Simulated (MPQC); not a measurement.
# doublet MgHF+, step by step

We compute the energy (doublet MgHF+, UBHLYP/cc-pVDZ), then the energy (singlet MgHF, BHLYP/aug-cc-pVDZ), then the energy (doublet MgHF+, UBHLYP/aug-cc-pVDZ), then a single-point energy (singlet MgHF, BHLYP/aug-cc-pVTZ), then a single-point energy (doublet MgHF+, UBHLYP/aug-cc-pVTZ) of FHMg. 

The results are computed with MPQC 2.3.1.

8 further runs of the same task are left out: 3 that didn't finish, 5 set aside as unsound or not needed.

**1. The structure to begin with**

MgHF+ has 3 atoms, charge +1, and is taken as a doublet. SMILES of the parent species: `[F][MgH]`. Geometry: relaxed at PBE0-D4/def2-TZVP. That shape belongs to the parent species and isn't relaxed for this state.

Bond lengths: F1–Mg2 1.756 Å, Mg2–H3 1.687 Å. Angles: F1–Mg2–H3 180.0°.

**2. The energy at UBHLYP/cc-pVDZ (run 1)**

job.in

```
% FHMg
molecule<Molecule>: (
   symmetry = c1
   unit = bohr
   { atoms geometry } = {
      F  [ -2.60517644   1.49704104  -1.27575411 ]
      Mg [ 0.02740103  -0.06122713   0.00831479 ]
      H  [ 2.55717739  -1.55864611   1.24230595 ]
   }
)
basis<GaussianBasisSet>: (
   name = "cc-pVDZ"
   molecule = $:molecule
   basisdir = "."
   puream = yes
)
mpqc: (
   checkpoint = no
   savestate = no
   restart = no
   do_energy = yes
   do_gradient = no
   optimize = no
   mole<UKS>: (
      molecule = $:molecule
      basis = $:basis
      total_charge = 1
      multiplicity = 2
      memory = 1000000000
      print_evals = yes
      print_npa = yes
      maxiter = 70
      value_accuracy = 1e-08
      functional<SumDenFunctional>: (
         a0 = 0.5
         coefs = [ 0.5 0.5 1 ]
         funcs: [ <SlaterXFunctional>: () <Becke88XFunctional>: () <LYPCFunctional>: () ]
      )
      integrator<RadialAngularIntegrator>: ( grid = fine )
      guess_wavefunction<HSOSHF>: (
         molecule = $:molecule
         total_charge = 1
         multiplicity = 2
         memory = 1000000000
         value_accuracy = 1e-3
         basis<GaussianBasisSet>: (
            name = "STO-3G"
            molecule = $:molecule
         )
         guess_wavefunction<ExtendedHuckelWfn>: (
            molecule = $:molecule
            total_charge = 1
            multiplicity = 2
            basis<GaussianBasisSet>: (
               name = "STO-3G"
               molecule = $:molecule
            )
         )
      )
   )
)
```

The basis set cc-pVDZ is read from a file made from the Basis Set Exchange's data (not shown).

Launch:

```
$ mpqc -o job.out job.in
```

Standard output:

```text
MPQC: Massively Parallel Quantum Chemistry
                                   Version 2.3.1

  Using IntegralV3 by default for molecular integrals evaluation

      HSOSSCF::init: total charge = 1

      docc = [ 10 ]
      socc = [ 1 ]

  USCF::init: total charge = 1

  alpha = [ 11 ]
  beta  = [ 10 ]

  Molecular formula HFMg

  The following keywords in "job.in" were ignored:
    mpqc:mole:guess_wavefunction:guess_wavefunction:multiplicity

  MPQC options:
    matrixkit     = <ReplSCMatrixKit>
    restart       = no
    checkpoint    = no
    savestate     = no
    do_energy     = yes
    do_gradient   = no
    optimize      = no
    write_pdb     = no
    print_mole    = yes
    print_timings = yes

  SCF::compute: energy accuracy = 1.0000000e-08

  nuclear repulsion energy =   37.6993298360

  Projecting guess wavefunction into the present basis set

      SCF::compute: energy accuracy = 1.0000000e-03

      nuclear repulsion energy =   37.6993298360

      Using symmetric orthogonalization.
      n(basis):            15
      Maximum orthogonalization residual = 1.68368
      Minimum orthogonalization residual = 0.371463
      Using symmetric orthogonalization.
      n(basis):            15
      Maximum orthogonalization residual = 1.68368
      Minimum orthogonalization residual = 0.371463
      Using guess wavefunction as starting vector
          docc = [ 10]
          socc = [ 1]

      Beginning iterations.  Basis is STO-3G.
      iter     1 energy = -264.7869085301 delta = 5.15949e-01
      iter     2 energy = -294.0057612196 delta = 3.58609e-01
      iter     3 energy = -295.3045662610 delta = 2.09823e-01
      iter     4 energy = -295.4246858775 delta = 1.27333e-01
      iter     5 energy = -295.4910309664 delta = 2.60740e-02
      iter     6 energy = -295.5191763026 delta = 1.93803e-02
      iter     7 energy = -295.5283390898 delta = 1.31778e-02
      iter     8 energy = -295.5300929476 delta = 6.16459e-03
      iter     9 energy = -295.5304820624 delta = 3.65128e-03
      iter    10 energy = -295.5304929045 delta = 1.00484e-03

      HOMO is    10   A =  -0.511664
      LUMO is    12   A =   0.084082

      total scf energy = -295.5304929045

      Projecting the guess density.

        The number of electrons in the guess density = 21
        Using symmetric orthogonalization.
        n(basis):            37
        Maximum orthogonalization residual = 3.53141
        Minimum orthogonalization residual = 0.0122382
        The number of electrons in the projected density = 20.8737

      Projecting the guess density.

        The number of electrons in the guess density = 21
        The number of electrons in the projected density = 20.8737

  Beginning iterations.  Basis is cc-pVDZ.
  Integrated electron density error = -0.000085673520
  iter     1 energy = -299.9217191338 delta = 3.03188e-01
  Integrated electron density error = -0.000704850002
  iter     2 energy = -300.0438583158 delta = 6.95847e-02
  Integrated electron density error = -0.000448190815
  iter     3 energy = -300.0560442978 delta = 2.88425e-02
  Integrated electron density error = -0.000503346685
  iter     4 energy = -300.0577626604 delta = 1.06725e-02
  Integrated electron density error = -0.000226342588
  iter     5 energy = -300.0577394632 delta = 4.51824e-03
  Integrated electron density error = -0.000223490933
  iter     6 energy = -300.0577883444 delta = 1.48881e-03
  Integrated electron density error = -0.000514314840
  iter     7 energy = -300.0577150722 delta = 8.61025e-04
  Integrated electron density error = -0.000514416626
  iter     8 energy = -300.0577686613 delta = 4.71069e-04
  Integrated electron density error = -0.000514796422
  iter     9 energy = -300.0577958030 delta = 2.52641e-04
  Integrated electron density error = -0.000513915480
  iter    10 energy = -300.0579270199 delta = 6.85913e-04
  [... 50 further iterations ...]
  Integrated electron density error = -0.000550125836
  iter    61 energy = -300.1235487560 delta = 3.18334e-04
  Integrated electron density error = -0.000550039144
  iter    62 energy = -300.1235570812 delta = 1.89010e-04
  Integrated electron density error = -0.000154836210
  iter    63 energy = -300.1238221051 delta = 9.88192e-05
  Integrated electron density error = -0.000154836777
  iter    64 energy = -300.1238238108 delta = 5.69393e-05
  Integrated electron density error = -0.000154830657
  iter    65 energy = -300.1238253040 delta = 5.05538e-05
  Integrated electron density error = -0.000154809458
  iter    66 energy = -300.1238277248 delta = 9.65012e-05
  Integrated electron density error = -0.000550092330
  iter    67 energy = -300.1235689612 delta = 1.38024e-04
  Integrated electron density error = -0.000154780583
  iter    68 energy = -300.1238317941 delta = 6.39253e-05
  Integrated electron density error = -0.000550114538
  iter    69 energy = -300.1235721307 delta = 1.46858e-04
  Integrated electron density error = -0.000154757523
  iter    70 energy = -300.1238345527 delta = 6.73455e-05

  <S^2>exact = 0.750000
  <S^2>      = 0.756699

  total scf energy = -300.1238345527
ERROR: SC EXCEPTION RAISED:
terminate called after throwing an instance of 'sc::ToleranceExceeded'
```

Wall time 15 s (1 thread of Arm Neoverse V1, shared host); peak memory 0.2 GiB.

The run stopped without converging.

**3. Singlet neutral MgHF: the energy at BHLYP/aug-cc-pVDZ (run 2)**

job.in, as its differences from that of step 2:

```diff
@@ -11,3 +11,3 @@
 basis<GaussianBasisSet>: (
-   name = "cc-pVDZ"
+   name = "aug-cc-pVDZ"
    molecule = $:molecule
@@ -23,7 +23,6 @@
    optimize = no
-   mole<UKS>: (
+   mole<CLKS>: (
       molecule = $:molecule
       basis = $:basis
-      total_charge = 1
-      multiplicity = 2
+      total_charge = 0
       memory = 1000000000
@@ -39,6 +38,5 @@
       integrator<RadialAngularIntegrator>: ( grid = fine )
-      guess_wavefunction<HSOSHF>: (
+      guess_wavefunction<CLHF>: (
          molecule = $:molecule
-         total_charge = 1
-         multiplicity = 2
+         total_charge = 0
          memory = 1000000000
@@ -49,11 +47,2 @@
          )
-         guess_wavefunction<ExtendedHuckelWfn>: (
-            molecule = $:molecule
-            total_charge = 1
-            multiplicity = 2
-            basis<GaussianBasisSet>: (
-               name = "STO-3G"
-               molecule = $:molecule
-            )
-         )
       )
```

The basis set aug-cc-pVDZ is read from a file made from the Basis Set Exchange's data (not shown).

Launch:

```
$ mpqc -o job.out job.in
```

Standard output:

```text
MPQC: Massively Parallel Quantum Chemistry
                                   Version 2.3.1

  Using IntegralV3 by default for molecular integrals evaluation

      CLSCF::init: total charge = 0

      docc = [ 11 ]
      nbasis = 15

  CLSCF::init: total charge = 0

  docc = [ 11 ]
  nbasis = 59

  Molecular formula HFMg

  MPQC options:
    matrixkit     = <ReplSCMatrixKit>
    restart       = no
    checkpoint    = no
    savestate     = no
    do_energy     = yes
    do_gradient   = no
    optimize      = no
    write_pdb     = no
    print_mole    = yes
    print_timings = yes

  SCF::compute: energy accuracy = 1.0000000e-08

  nuclear repulsion energy =   37.6993298360

  integral intermediate storage = 342871 bytes
  integral cache = 999628809 bytes
  Projecting guess wavefunction into the present basis set

      SCF::compute: energy accuracy = 1.0000000e-03

      nuclear repulsion energy =   37.6993298360

      integral intermediate storage = 26465 bytes
      integral cache = 999971615 bytes
      Starting from core Hamiltonian guess

      Using symmetric orthogonalization.
      n(basis):            15
      Maximum orthogonalization residual = 1.68368
      Minimum orthogonalization residual = 0.371463
      Beginning iterations.  Basis is STO-3G.
      iter     1 energy = -295.0983546256 delta = 5.70189e-01
      iter     2 energy = -295.7026398055 delta = 1.08011e-01
      iter     3 energy = -295.7195012850 delta = 2.34382e-02
      iter     4 energy = -295.7204920498 delta = 6.20504e-03
      iter     5 energy = -295.7205719028 delta = 1.59517e-03

      HOMO is    11   A =  -0.268541
      LUMO is    12   A =   0.420204

      total scf energy = -295.7205719028

      Projecting the guess density.

        The number of electrons in the guess density = 22
        Using symmetric orthogonalization.
        n(basis):            59
        Maximum orthogonalization residual = 5.14818
        Minimum orthogonalization residual = 0.00180181
        The number of electrons in the projected density = 21.8813

  Beginning iterations.  Basis is aug-cc-pVDZ.
  Integrated electron density error = -0.000372918101
  iter     1 energy = -300.1908706719 delta = 2.91986e-01
  Integrated electron density error = -0.001055637037
  iter     2 energy = -300.2922164977 delta = 1.93470e-01
  Integrated electron density error = 0.000077895758
  iter     3 energy = -300.3105043317 delta = 6.02828e-02
  Integrated electron density error = 0.000047490728
  iter     4 energy = -300.5348004724 delta = 2.24495e-02
  Integrated electron density error = 0.000044474276
  iter     5 energy = -300.5482836311 delta = 7.05536e-03
  Integrated electron density error = -0.000152215860
  iter     6 energy = -300.5483838547 delta = 6.39924e-04
  Integrated electron density error = -0.000152222287
  iter     7 energy = -300.5483877965 delta = 8.45486e-05
  Integrated electron density error = -0.000152203844
  iter     8 energy = -300.5483889114 delta = 7.99949e-05
  Integrated electron density error = -0.000152139942
  iter     9 energy = -300.5483889197 delta = 6.54120e-06
  Integrated electron density error = -0.000152138029
  iter    10 energy = -300.5483889203 delta = 1.79041e-06
  Integrated electron density error = -0.000152137873
  iter    11 energy = -300.5483889203 delta = 2.30723e-07
  Integrated electron density error = -0.000152137870
  iter    12 energy = -300.5483889203 delta = 2.85050e-08

  A
        1  -47.69328    2.00000
        2  -25.23176    2.00000
        3   -3.38651    2.00000
        4   -2.04797    2.00000
        5   -2.04797    2.00000
        6   -2.04242    2.00000
        7   -1.23276    2.00000
        8   -0.46477    2.00000
        9   -0.43539    2.00000
       10   -0.43536    2.00000
       11   -0.34800    2.00000
       12   -0.01935    0.00000
       13   -0.00370    0.00000
       14   -0.00370    0.00000
       15    0.01508    0.00000
       16    0.03445    0.00000
       17    0.03619    0.00000
       18    0.03619    0.00000
       19    0.07726    0.00000
       20    0.11920    0.00000
       21    0.12197    0.00000
       22    0.12197    0.00000
       23    0.13799    0.00000
       24    0.13799    0.00000
       25    0.19657    0.00000
       26    0.22334    0.00000
       27    0.22334    0.00000
       28    0.24731    0.00000
       29    0.29692    0.00000
       30    0.30391    0.00000
       31    0.30391    0.00000
       32    0.40363    0.00000
       33    0.40793    0.00000
       34    0.40793    0.00000
       35    0.47520    0.00000
       36    0.47520    0.00000
       37    0.51479    0.00000
       38    0.55452    0.00000
       39    0.55452    0.00000
       40    0.65524    0.00000
       41    1.05201    0.00000
       42    1.08313    0.00000
       43    1.25927    0.00000
       44    1.25927    0.00000
       45    1.39413    0.00000
       46    1.44902    0.00000
       47    1.44902    0.00000
       48    1.61253    0.00000
       49    1.61264    0.00000
       50    1.81269    0.00000
       51    1.81271    0.00000
       52    1.85850    0.00000
       53    2.13905    0.00000
       54    2.72544    0.00000
       55    4.65208    0.00000
       56    4.65261    0.00000
       57    4.77151    0.00000
       58    4.77475    0.00000
       59    4.77481    0.00000

  HOMO is    11   A =  -0.347999
  LUMO is    12   A =  -0.019347

  total scf energy = -300.5483889203
Value of the MolecularEnergy: -300.5483889203

  Closed Shell Kohn-Sham (CLKS) Parameters:
    Function Parameters:
      value_accuracy    = 9.742431e-09 (1.000000e-08) (computed)
      gradient_accuracy = 0.000000e+00 (1.000000e-06)
      hessian_accuracy  = 0.000000e+00 (1.000000e-04)

    Molecule:
      Molecular formula: HFMg
      molecule<Molecule>: (
        symmetry = c1
        unit = "bohr"
        {  n atoms                        geometry                     }={
           1     F [   -2.6051764400     1.4970410400    -1.2757541100]
           2    Mg [    0.0274010300    -0.0612271300     0.0083147900]
           3     H [    2.5571773900    -1.5586461100     1.2423059500]
        }
      )
      Atomic Masses:
         18.99840   23.98504    1.00783

    Electronic basis:
      GaussianBasisSet:
        nbasis = 59
        nshell = 21
        nprim  = 53
        name = "aug-cc-pVDZ"
    Natural Population Analysis:
       n   atom    charge     ne(S)     ne(P)     ne(D)
        1    F   -0.940099  3.987498  5.941206  0.011395
        2   Mg    1.655701  4.317431  6.022540  0.004328
        3    H   -0.715601  1.692120  0.023481

    SCF Parameters:
      maxiter = 70
      density_reset_frequency = 10
      level_shift = 0.000000

    CLSCF Parameters:
      charge = 0
      ndocc = 11
      docc = [ 11 ]

    Functional:
      Sum of Functionals:
        +0.5000000000000000 Hartree-Fock Exchange
        +0.5000000000000000
          Object of type SlaterXFunctional
        +0.5000000000000000
          Object of type Becke88XFunctional
        +1.0000000000000000
          Object of type LYPCFunctional
    Integrator:
      RadialAngularIntegrator:
        Pruned fine grid employed
                            CPU Wall
mpqc:                      7.18 7.18
  NAO:                     0.00 0.00
  calc:                    7.17 7.17
    vector:                7.17 7.17
      density:             0.00 0.00
      evals:               0.01 0.01
      extrap:              0.01 0.01
      fock:                6.70 6.70
        accum:             0.00 0.00
        init pmax:         0.00 0.00
        integrate:         3.42 3.42
        local data:        0.00 0.00
        setup:             0.00 0.00
        sum:               0.00 0.00
        symm:              0.00 0.00
      vector:              0.01 0.01
        density:           0.00 0.00
        evals:             0.00 0.00
        extrap:            0.00 0.00
        fock:              0.00 0.00
          accum:           0.00 0.00
          ao_gmat:         0.00 0.00
          init pmax:       0.00 0.00
          local data:      0.00 0.00
          setup:           0.00 0.00
          sum:             0.00 0.00
          symm:            0.00 0.00
  input:                   0.01 0.01
```

It took 7.5 s on 1 thread of Arm Neoverse V1, shared host; peak memory 0.22 GiB.

Runs 3 to 4 aren't shown in full; the table further down has their settings and results.

[end of part 1 of 2]
